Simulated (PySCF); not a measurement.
A GIAO shielding run with PySCF (density fitting, non-relativistic, gas phase) on SMILES c1n(C)ncn1, C3H5N3:

```
$ OMP_NUM_THREADS=1 python probes_run.py task.json out

{"job": {"kind": "nmr", "xc": "PBE0", "basis": "cc-pVTZ", "pop": true}, "charge": 0, "multiplicity": 1}
C     -1.549054    -0.154283    -0.446236
N     -0.170861    -0.054450    -0.047571
C      0.608772     1.040802     0.065762
N      1.815290     0.698927     0.461780
C      1.717093    -0.645839     0.578597
N      0.530847    -1.143274     0.279172
H     -2.146260    -0.598168     0.362592
H     -1.930023     0.850464    -0.668743
H     -1.639673    -0.783836    -1.342533
H      0.251636     2.047939    -0.150022
H      2.542573    -1.283606     0.893977
```

Hardware: 1 thread of an Arm Neoverse V1, shared host. The job also computes population analyses, field gradients, ring-centre shieldings.

Question: How large is the calculation?

Answer: 44 electrons, 250 basis functions and 618 auxiliary functions.

Question: How long does it take, and how much memory does it need?

Answer: 26 s of wall time, with 14 SCF cycles and 5 response iterations; peak memory 1.1 GiB. Times on a shared host scatter by some tens of per cent.

Question: And these other runs on the same molecule and hardware: GIAO shielding at PBE0/IGLO-III; GIAO shielding at PBE0/aug-cc-pVDZ; GIAO shielding at PBE0/cc-pVDZ; GIAO shielding at PBE0/pcSseg-0?

Answer: PBE0/IGLO-III: 260 functions, 24 s; PBE0/aug-cc-pVDZ: 183 functions, 16 s; PBE0/cc-pVDZ: 109 functions, 7.9 s; PBE0/pcSseg-0: 64 functions, 4.3 s.
